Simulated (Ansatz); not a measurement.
System: cubic perovskite CsSnBr3. Method: PBE-D4 (PAW; Ansatz, a first-principles code).

The input as run:

Ansatz 0.2 input:
```yaml
crystal:
  lattice:
    - [5.8213272293, 0.0, 0.0]
    - [0.0, 5.8213272293, 0.0]
    - [0.0, 0.0, 5.8213272293]
  atoms:
    - { symbol: Cs, position: [0.0, 0.0, 0.0] }
    - { symbol: Sn, position: [0.5, 0.5, 0.5] }
    - { symbol: Br, position: [0.5, 0.0, 0.5] }
    - { symbol: Br, position: [0.0, 0.5, 0.5] }
    - { symbol: Br, position: [0.5, 0.5, 0.0] }
basis:
  ecutwfc: 520
  ecutrho_ratio: 4
  xc_grid: 2
kpoints:
  mp_grid: { grid: [6, 6, 6] }
  band_path:
    path:
      - [0.0, 0.0, 0.0]
      - [0.0, 0.125, 0.0]
      - [0.0, 0.25, 0.0]
      - [0.0, 0.375, 0.0]
      - [0.0, 0.5, 0.0]
      - [0.125, 0.5, 0.0]
      - [0.25, 0.5, 0.0]
      - [0.375, 0.5, 0.0]
      - [0.5, 0.5, 0.0]
      - [0.428571, 0.428571, 0.0]
      - [0.357143, 0.357143, 0.0]
      - [0.285714, 0.285714, 0.0]
      - [0.214286, 0.214286, 0.0]
      - [0.142857, 0.142857, 0.0]
      - [0.071429, 0.071429, 0.0]
      - [0.055556, 0.055556, 0.055556]
      - [0.111111, 0.111111, 0.111111]
      - [0.166667, 0.166667, 0.166667]
      - [0.222222, 0.222222, 0.222222]
      - [0.277778, 0.277778, 0.277778]
      - [0.333333, 0.333333, 0.333333]
      - [0.388889, 0.388889, 0.388889]
      - [0.444444, 0.444444, 0.444444]
      - [0.5, 0.5, 0.5]
      - [0.428571, 0.5, 0.428571]
      - [0.357143, 0.5, 0.357143]
      - [0.285714, 0.5, 0.285714]
      - [0.214286, 0.5, 0.214286]
      - [0.142857, 0.5, 0.142857]
      - [0.071429, 0.5, 0.071429]
      - [0.5, 0.5, 0.375]
      - [0.5, 0.5, 0.25]
      - [0.5, 0.5, 0.125]
    npoints: 1
hamiltonian:
  xc: pbe
  dispersion: d4
  pseudopotentials: { kind: paw }
scf:
  occupations: { method: fermi_dirac, width: 0.01 }
  convergence: { dr2_threshold: 0.0000000005 }
output:
  forces: true
  stress: true
  eigenvalues: true
  write_bands: true
```

From the output:

```
Crystal: 5 atoms, lattice volume = 197.272 Å³
Basis set: ecut = 520 eV, 5377 PW (Γ), exchange–correlation on 90×90×90 points (8 copies of the dense FFT grid, shifted against one another)
Bands: 27, of which v1, the nominal top of the filled ones, is band 22 counted from 1 (21 counted from 0)
Symmetry: 48 space group operations
Space group: Pm-3m (ITA 221), of the structure as read, at distance tolerance 5.8e-5 Å
k-points: 20 of 216
Functional: x = pbe(κ = 0.804, μ = 0.2195149727645171), c = pbe(β = 0.06672455060314922)
SCF iter   1: F=—  HF=-20051.745531 eV  |F-HF|=—  |Δ(HF+E_count)|=         —  Δρ=8.95e-4  dr2=4.92e-3
SCF iter   2: F=—  HF=-20051.745491 eV  |F-HF|=—  |Δ(HF+E_count)|=   3.98e-5  Δρ=5.19e-4  dr2=1.69e-3
  ...
SCF iter   7: F=—  HF=-20051.744988 eV  |F-HF|=—  |Δ(HF+E_count)|=   6.97e-8  Δρ=7.04e-7  dr2=1.22e-9
SCF iter   8: F=-20051.744988 eV  HF=-20051.744988 eV  |F-HF|=5.82e-11  |Δ(HF+E_count)|=   3.27e-9  Δρ=2.26e-7  dr2=8.70e-11
SCF 1 converged in 8 iterations: F = -20051.744988 eV  dr2 = 8.70e-11
SCF converged after 8 iterations
Free energy (F): -20051.744988 eV
Internal energy: -20051.744988 eV  (E = F + TS)
E sigma→0 (E₀):  -20051.744988 eV
Fermi energy:    4.906484 eV
--- Stress (GPa, compression-positive) ---
        0.002263       0.000000       0.000000
        0.000000       0.002263       0.000000
        0.000000       0.000000       0.002263
  P = ⅓ Tr σ = 0.0023 GPa (0.023 kbar)
```

It cost around 14 core-seconds (rough) of CPU time.
